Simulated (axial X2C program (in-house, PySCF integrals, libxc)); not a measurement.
Low determinants of AlO⁺ at the PBE0 level, two-component

Calculated with an in-house relativistic program for diatomic molecules. Two-component (2c) means X2C with spin–orbit coupling and atomic mean-field two-electron Coulomb and Gaunt terms. Basis: Al dyall-v3z [8s8p2d1f], O dyall-av3z [7s6p3d2f] (cores contracted in-house); Gaussian nuclei, density fitting, unrestricted open shells. Masses: Al 26.982 u, O 15.995 u.

Search at 1.746 Å (vertical energies from the lowest determinant):

| ΔE (eV) | state | electrons beyond evenly filled partner blocks | electrons in ±ω = 1/2, 3/2, 5/2, 7/2 |
| --- | --- | --- | --- |
| 0.00 | Ω = 2 | ω = 1/2, ω = 3/2 | 17 3 0 0 |
| 0.12 | Ω = 1 | ω = -1/2, ω = 3/2 | 17 3 0 0 |
| 0.14 | Ω = 1 | 2 × ω = 1/2 | 16 4 0 0 |
| 0.81 | Ω = 0 | none | 16 4 0 0 |
| 4.72 | Ω = 0 | none | 18 2 0 0 |
| 4.90 | Ω = 3 | 2 × ω = 3/2 | 16 4 0 0 |

Lowest determinant, Ω = 2 (⟨Sz⟩ = 1.00, ⟨Lz⟩ = 1.00 at PBE0): Re = 1.741 Å, ωe = 758.8 cm⁻¹.

The determinant in row 2 of the search, Ω = 1 (⟨Sz⟩ = 0.00, ⟨Lz⟩ = 1.00 at PBE0), was followed along the bond at PBE0; measured from the minimum of the lowest determinant it gives:

Te = 0.120 eV (967 cm⁻¹), Re = 1.728 Å, ωe = 812.7 cm⁻¹.

Q: Compare the bond of the determinant in row 2 with that of the lowest one.

A: At PBE0 its Re is 0.013 Å shorter and its force constant, which goes as ωe², is 1.15 times that of the lowest determinant. This determinant mixes spin states, so it has no term energy of its own.

The search compares states at one distance, so a state with another bond length can lie lower; it is not exhaustive and yields mostly the lowest determinant of each block pattern, so other components and higher states of one pattern are missing. These are energies of single determinants, not of spin-adapted states; PBE0 term energies can be off by some tenths of an eV, and the functional has no current term. Open-shell Ω = 0 determinants with evenly filled partner blocks cannot be reached by this program, so the Ω shown need not be the lowest component. The lowest determinant need not be the ground state where others lie within half an eV.
